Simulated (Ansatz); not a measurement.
Molecular dynamics, step by step

CH7NSi, closed shell, CAM-B3LYP-D4/def2-SVPD (Ansatz 0.2.0). Settings (timestep in fs, temperature in K; T counts 24 degrees of freedom):

```yaml
hamiltonian: {xc: {name: CAM-B3LYP}, dispersion: d4}
md: {n_steps: 80, timestep: 0.25, temperature: 200, ensemble: nve, seed: 974, initial_velocities: maxwell_boltzmann}
```

Start, the saddle point found with PBE0-D4 in triple zeta (not stationary at another level):

```xyz
10
angstrom
Si -0.7696 -0.0073 0.4113
N -0.5781 -0.2034 -1.4627
H -1.5902 -0.7675 -0.7787
H -1.2227 1.4214 0.4108
C 0.9381 -0.0034 1.2109
H -0.5577 0.5569 -2.1349
H -0.0737 -1.0120 -1.7984
H 1.5918 0.7113 0.7007
H 0.8596 0.2951 2.2604
H 1.4024 -0.9909 1.1807
```

```
step  time (fs)  potential energy less the start (meV)  kinetic energy (meV)  T (K)
   0       0.00                                    0.0                 206.8    200
   5       1.25                                   19.3                 187.6    181
  10       2.50                                   50.4                 156.5    151
  15       3.75                                   70.8                 136.1    132
  20       5.00                                   77.9                 129.1    125
  25       6.25                                   69.7                 137.2    133
  30       7.50                                   35.1                 171.9    166
  35       8.75                                  -34.7                 241.7    234
  40      10.00                                 -146.7                 353.8    342
  45      11.25                                 -308.6                 515.5    498
  50      12.50                                 -481.6                 688.3    666
  55      13.75                                 -636.2                 843.1    815
  60      15.00                                 -831.2                1037.6   1003
  65      16.25                                 -921.0                1127.2   1090
  70      17.50                                 -834.4                1041.2   1007
  75      18.75                                 -756.0                 963.0    931
  80      20.00                                 -812.5                1019.4    986
```

Step 5, positions (Å) and forces (eV/Å):

```json
{"atom": "Si1", "x": "-0.769", "y": "-0.003", "z": "0.411", "Fx": "-0.097", "Fy": "-0.449", "Fz": "0.403"}
{"atom": "N2", "x": "-0.579", "y": "-0.207", "z": "-1.467", "Fx": "-0.253", "Fy": "0.587", "Fz": "-0.050"}
{"atom": "H3", "x": "-1.579", "y": "-0.767", "z": "-0.787", "Fx": "-0.022", "Fy": "0.001", "Fz": "-0.030"}
{"atom": "H4", "x": "-1.225", "y": "1.398", "z": "0.436", "Fx": "-0.098", "Fy": "0.434", "Fz": "-0.044"}
{"atom": "C5", "x": "0.938", "y": "-0.007", "z": "1.210", "Fx": "-0.115", "Fy": "0.312", "Fz": "-0.238"}
{"atom": "H6", "x": "-0.574", "y": "0.567", "z": "-2.139", "Fx": "0.072", "Fy": "-0.347", "Fz": "0.085"}
{"atom": "H7", "x": "-0.068", "y": "-1.020", "z": "-1.762", "Fx": "0.276", "Fy": "-0.269", "Fz": "-0.368"}
{"atom": "H8", "x": "1.588", "y": "0.732", "z": "0.724", "Fx": "0.100", "Fy": "0.025", "Fz": "-0.082"}
{"atom": "H9", "x": "0.858", "y": "0.275", "z": "2.258", "Fx": "-0.077", "Fy": "0.118", "Fz": "0.410"}
{"atom": "H10", "x": "1.416", "y": "-0.980", "z": "1.182", "Fx": "0.213", "Fy": "-0.414", "Fz": "-0.084"}
```

Step 25, positions (Å) and forces (eV/Å):

```tsv
atom	x	y	z	Fx	Fy	Fz
Si1	-0.768	0.008	0.412	-0.293	-0.722	1.068
N2	-0.587	-0.218	-1.481	-0.123	-0.900	0.841
H3	-1.536	-0.761	-0.840	0.079	0.167	-0.582
H4	-1.255	1.400	0.528	0.080	0.425	-0.228
C5	0.938	-0.017	1.206	0.669	0.318	0.534
H6	-0.619	0.539	-2.149	0.173	0.015	-0.552
H7	-0.017	-1.050	-1.681	-0.141	0.720	-0.466
H8	1.577	0.799	0.810	-0.011	-0.298	-0.025
H9	0.836	0.209	2.293	-0.128	-0.092	-0.381
H10	1.491	-0.981	1.167	-0.306	0.368	-0.209
```

Step 40, positions (Å) and forces (eV/Å):

```
atom       x       y       z      Fx      Fy      Fz
 Si1  -0.768   0.013   0.419  -0.729   0.058   2.218
  N2  -0.595  -0.231  -1.485  -0.700   0.040   0.268
  H3  -1.491  -0.733  -0.970   0.236   0.294  -1.548
  H4  -1.268   1.471   0.562   0.556  -0.436  -0.445
  C5   0.944  -0.020   1.207   0.330   0.530   0.131
  H6  -0.629   0.491  -2.210  -0.129  -0.205   0.053
  H7   0.021  -0.999  -1.694   0.412  -0.269  -0.361
  H8   1.571   0.811   0.869   0.293   0.105  -0.115
  H9   0.800   0.152   2.288  -0.102  -0.053  -0.042
 H10   1.517  -0.954   1.125  -0.167  -0.063  -0.160
```

Last step (80):

```
10
angstrom
Si -0.7886 0.0208 0.4873
N -0.6120 -0.2650 -1.5215
H -1.5168 -0.7815 -1.9374
H -0.9739 1.5071 0.3720
C 0.9828 0.0080 1.2018
H -0.6525 0.4338 -2.2940
H 0.1521 -0.8834 -1.7698
H 1.6679 0.8466 1.0275
H 0.7020 -0.0288 2.2785
H 1.5004 -0.9437 0.9723
```

Hardware: 2 CPU threads of an Intel Xeon 6975P-C, shared host. Wall time about 110 s.
